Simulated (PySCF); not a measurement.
Species: C₄H₉ (doublet state).
Geometry (GFN2-xTB, Å), atoms numbered from 1 in this order:
```
atom  x, y, z in Å
C1    -1.9553    0.0180   -0.6021
C2    -0.6578    0.1412    0.0962
C3     0.6091   -0.3224   -0.5124
C4     1.8415    0.1948    0.2232
H5    -2.5069    0.9624   -0.5802
H6    -2.6010   -0.7255   -0.1196
H7    -1.8148   -0.2789   -1.6394
H8    -0.6546    0.4761    1.1191
H9     0.6466   -0.0127   -1.5643
H10    0.6449   -1.4250   -0.5240
H11    1.8387   -0.1486    1.2551
H12    2.7513   -0.1612   -0.2546
H13    1.8540    1.2822    0.2239
```

The hyperfine couplings belong to this conformer and change with its torsions.

Identity: `C[CH]CC` [radical].

Method: PySCF, UKS B3LYP, pcH-1 on C H, non-relativistic, mean-field spin-orbit, GIAO. Isolated species at its GFN2-xTB geometry (one conformer only). The geometry wasn't refined by DFT: couplings that depend on bond lengths, twists or pyramidal angles can differ widely from those at the functional's own minimum. No stability test was run, so a lower SCF solution isn't excluded.

Computed for the main isotopes (class means, splittings of 0.05 mT or more): g = 2.0026; H9/H10 1H +103.2 MHz (3.68 mT); H5/H6/H7 1H +74.0 MHz (2.64 mT); H8 1H -62.4 MHz (2.22 mT); H11/H12/H13 1H -1.7 MHz (0.06 mT); 96 first-order lines, 17.69 mT wide.

Task: What changes when 1H at H11/H12/H13 is replaced by 2H at all these sites?

Result: At a fixed geometry a is proportional to g_N: 0.85744/5.58569 = 0.1535, so a goes from -1.7 to -0.3 MHz (0.009 mT). The spin goes from 1/2 to 1, so the 1:3:3:1 quartet becomes a 1:3:6:7:6:3:1 septet. The spectrum then has 168 first-order lines over 17.57 mT, counting the new splitting although it is under 0.05 mT.

Task: Give position and intensity of the satellites from 13C at C2.

Result: a = +93.9 MHz, or 3.35 mT in magnitude, and I = 1/2, so to first order each main line has two satellites, at ±1.67 mT. The isotope's abundance is about 1.07 %, shared among 2 lines, so each has 0.54 % of the main line's intensity.

Task: Where do the 13C satellites of C3 appear, and how strong are they?

Result: a = -34.2 MHz, or 1.22 mT in magnitude, and I = 1/2, so to first order each main line has two satellites, at ±0.61 mT. The isotope's abundance is about 1.07 %, shared among 2 lines, so each has 0.54 % of the main line's intensity.

Task: Give position and intensity of the satellites from 13C at C1.

Result: a = -33.6 MHz, or 1.20 mT in magnitude, and I = 1/2, so to first order each main line has two satellites, at ±0.60 mT. The isotope's abundance is about 1.07 %, shared among 2 lines, so each has 0.54 % of the main line's intensity.

Class means assume fast exchange of nuclei equivalent by connectivity; if that motion is slow, each nucleus keeps its own coupling. The three 1H nuclei of mean +74.0 MHz run from 4.3 to 123.5 MHz in the frozen geometry. The 1H value of +103.2 MHz is a mean of couplings from 66.9 to 139.4 MHz in this one geometry, not an average over conformers.
